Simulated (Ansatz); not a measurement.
Ethane, C$_{2}$H$_{6}$: the same geometry under several functionals.

```yaml
crystal:
  periodic: [false, false, false]
  atoms:
    - {symbol: C, position_ang: [-0.326768, 0.132190, -0.672504]}
    - {symbol: C, position_ang: [0.326766, -0.132188, 0.672507]}
    - {symbol: H, position_ang: [0.070462, -0.529575, -1.445884]}
    - {symbol: H, position_ang: [-1.407055, -0.025697, -0.628957]}
    - {symbol: H, position_ang: [-0.158626, 1.160154, -1.002444]}
    - {symbol: H, position_ang: [-0.070402, 0.529638, 1.445868]}
    - {symbol: H, position_ang: [1.407064, 0.025616, 0.628938]}
    - {symbol: H, position_ang: [0.158549, -1.160127, 1.002486]}
basis:
  gaussian: {orbitals: def2-TZVPP}
hamiltonian: {xc: {name: B97M-V}}
output: {orbitals: {seedname: orbitals}}
```

```sh
$ ansatz run in.yaml --threads 2 --pin off --events-out ev --progress --plain
```

It prints (some lines left out):

```
Functional definition: B97M-V
714 factors; their error is unknown
mean field evaluation 1: about -2165.1214 eV, gradient 5.7e1 eV
mean field evaluation 2: about -2157.7658 eV, gradient 7.5e1 eV
mean field evaluation 4: about -2173.0286 eV, gradient 9.4e-1 eV
mean field evaluation 8: about -2173.0086 eV, gradient 5.5e-1 eV
mean field -2173.00902243 eV, -79.8566086559 hartree, gradient 5.4e-5 eV, S^2 0.000000; 0 other end points of the search recorded, 0 dependent functions left out
reference -2173.00907099 eV, -79.8566104406 hartree; 9, 9 occupied and 137, 137 virtual orbitals, 714 factors
Total energy: -2173.00907099 eV, -79.8566104406 hartree
```

Run time 1.8 s (2 threads of a server CPU on a shared host); peak host memory 0.21 GiB.

The same input with `hamiltonian: {xc: hse06, dispersion: d4}` (abridged; 0.7 s):

```
Functional definition: HSE06
mean field -2170.01186924 eV, -79.7464653076 hartree, gradient 3.8e-5 eV, S^2 0.000000
Total energy: -2170.06605956 eV, -79.7484567652 hartree
```

The same input with `hamiltonian: {xc: {name: LC-wPBE}, dispersion: d4}` (abridged; 0.7 s):

```
WARN the engine holds no damping parameters fitted to this dispersion correction and functional, so the run takes those fitted to pbe0 (hamiltonian.dispersion, under Limitations)
Functional definition: LC-wPBE
mean field -2171.78842115 eV, -79.8117523862 hartree, gradient 7.6e-5 eV, S^2 0.000000
Total energy: -2171.84806401 eV, -79.8139442207 hartree
```

The same input with `hamiltonian: {xc: {name: r2SCAN0}, dispersion: d4}` (abridged; 0.95 s):

```
Functional definition: r2SCAN0
mean field -2171.34799898 eV, -79.7955671699 hartree, gradient 1.6e-5 eV, S^2 0.000000
Total energy: -2171.36782750 eV, -79.7962958546 hartree
```

Changing it to `hamiltonian: {xc: {name: B3LYP}, dispersion: d4}` and forces (abridged; 0.9 s):

```
Functional definition: B3LYP
mean field -2173.27017292 eV, -79.8662057592 hartree, gradient 9.3e-6 eV, S^2 0.000000
Total energy: -2173.38728756 eV, -79.8705096430 hartree
Atom 0 force    -0.100995     0.040948    -0.208202 eV/Å
Atom 1 force     0.100973    -0.040911     0.208206 eV/Å
Atom 2 force    -0.020013     0.028980     0.025270 eV/Å
Atom 3 force     0.041778     0.007974    -0.008732 eV/Å
Atom 4 force    -0.010428    -0.041551     0.006774 eV/Å
Atom 5 force     0.019996    -0.029032    -0.025279 eV/Å
Atom 6 force    -0.041775    -0.007949     0.008741 eV/Å
Atom 7 force     0.010464     0.041542    -0.006777 eV/Å
Dipole moment:     0.000000     0.000000    -0.000000 e Å
```

With the line `hamiltonian: {xc: lda}` (abridged; 0.35 s):

```
Functional definition: SPW92
mean field -2151.51566598 eV, -79.0667423752 hartree, gradient 7.9e-5 eV, S^2 0.000000
Total energy: -2151.51569971 eV, -79.0667436147 hartree
```

HSE06 is the plane-wave form, built on full-range PBE exchange.

LC-ωPBE has ω = 0.4 bohr⁻¹; the program lends it PBE0's D4 damping.

B3LYP takes the VWN-RPA correlation (the form of Gaussian; ORCA's B3LYP/G).
